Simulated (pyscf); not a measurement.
7 gas-phase steps of one pattern: four-centre exchange on the singlet surface, Al–H + H–N or B–H + H–N or Ga–H + H–N or Ga–H + H–P or H–In + H–N broken and Al–N + H–H or B–N + H–H or Ga–N + H–H or Ga–P + H–H or H–H + In–N formed. Single points on ωB97X-D3(BJ)/def2-SVP structures (PySCF, gas phase). Electronic energies in eV, between the relaxed ends of the descent from the saddle (adducts or complexes of the species named), with the reactant end as zero; ΔE‡ and ΔE at ωB97X-D3(BJ)/def2-TZVP. Rows were drawn at random from the steps of this pattern with a verified saddle, stable references and a bound adduct at one end at least.

| row | step | ΔE | ΔE‡ |
|---|---|---|---|
| 1 | H₂B–Cl + NH₃ → H₂N–BH–Cl + H₂ | +0.04 | ? |
| 2 | PH₃ + HO–GaH₂ → HO–GaH–PH₂ + H₂ | +0.11 | 1.95 |
| 3 | H₃C–AlH₂ + NH₃ → H₃C–AlH–NH₂ + H₂ | +0.40 | 1.33 |
| 4 | Cl–AlH–Cl + NH₃ → H₂N–Al(Cl)–Cl + H₂ | +0.74 | 1.61 |
| 5 | Cl–GaH₂ + NH₃ -> H₂N–GaH–Cl + H₂ | +0.83 | 1.89 |
| 6 | NH₃ + InH₃ → H₂N–InH₂ + H₂ | +0.83 | 1.70 |
| 7 | NH₃ + Cl–GaH–Cl → H₂N–Ga(Cl)–Cl + H₂ | +1.08 | 2.12 |

**Question.** Fit ΔE‡ = a + b·ΔE to the other rows and predict row 1.

**Answer.** Over the 6 complete rows the means are +0.67 (ΔE) and 1.77 (ΔE‡); least squares gives b = 0.26 and a = 1.59 eV, with residuals of 0.24 eV (root mean square; largest 0.36, row 3). For row 1: 1.59 + 0.26 × (+0.04) = 1.60 eV, an extrapolation. The computed barrier is 1.88 eV, 0.28 over the line. The scatter is large against the spread of the barriers, so the line says little here. Each barrier is that of the saddle found. Elements up to Kr have no core potential and no relativistic terms here. Elements past Kr carry the def2 core potentials, without spin-orbit coupling.
